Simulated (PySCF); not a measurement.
Species: carbonyl fluoride, CF2O.
Numbering: `[O:1]=[C:2]([F:3])[F:4]`

Cartesian coordinates in Å at the PBE0-D3(BJ)/def2-SVP level; atoms count from 1:
```
atom  x, y, z in Å
O1    -0.347    1.057    0.794
C2    -0.063    0.028    0.312
F3     0.944   -0.731    0.657
F4    -0.699   -0.563   -0.665
```

Method used: TDDFT CAM-B3LYP/def2-SVPD, vertical, gas phase, core orbitals frozen in the response (PySCF).

Problem. Predict the UV-vis stick spectrum at this level.

Solution. 

| state | λ (nm) | E (eV) | f | main configurations (H = HOMO, L = LUMO) |
| --- | --- | --- | --- | --- |
| S1 | 174.6 | 7.10 | 0.0000 | H→L (99%) |
| S2 | 134.3 | 9.23 | 0.031 | H→L+1 (94%) |
| S3 | 122.3 | 10.14 | 0.181 | H-1→L (87%) |
| S4 | 120.0 | 10.33 | 0.0074 | H-1→L+1 (94%) |
| S5 | 116.6 | 10.64 | 0.0000 | H-2→L (99%) |
| S6 | 114.4 | 10.84 | 0.0089 | H-3→L (98%) |
| S7 | 106.3 | 11.67 | 0.0000 | H→L+4 (97%) |
| S8 | 105.7 | 11.73 | 0.0007 | H→L+3 (39%), H-4→L (31%), H-2→L+1 (24%) |
| S9 | 104.6 | 11.86 | 0.029 | H→L+3 (45%), H-4→L (31%), H→L+5 (11%) |
| S10 | 103.5 | 11.98 | 0.0023 | H→L+2 (83%), H→L+6 (9%) |

Triplets, Tamm–Dancoff:

```csv
state,E (eV),λ (nm),"main configurations (H = HOMO, L = LUMO)"
T1,6.57,188.6,H→L (98%)
T2,7.12,174.2,H-1→L (96%)
T3,8.97,138.2,H→L+1 (91%)
T4,9.92,125.0,"H-3→L (79%), H-1→L+1 (13%)"
```

The lowest singlet comes at 175 nm (685 kJ/mol) in the vacuum ultraviolet; it is dark (f under 0.0005); its leading configuration is HOMO→LUMO (99%). The strongest level in the table is S3 at 10.14 eV (122 nm, f = 0.181). Löwdin shares by element: HOMO oxygen 72%, fluorine 19%, carbon 8%; LUMO carbon 43%, oxygen 33%, fluorine 24%. Orbital energies (eV): HOMO-3 -15.37, HOMO-2 -15.07, HOMO-1 -13.25, HOMO -12.07, LUMO 0.56, LUMO+1 0.73, LUMO+2 2.92. The oscillator strengths of these states sum to 0.261; summed over the whole spectrum of an exact calculation they would give the number of electrons, 32 (Thomas–Reiche–Kuhn). Of the 10 states listed, 3 reach f = 0.01 and 3 stay under 0.0005. All these states lie below the vertical ionisation energy of 13.71 eV (ΔSCF). The window holds the lowest 10 singlets.
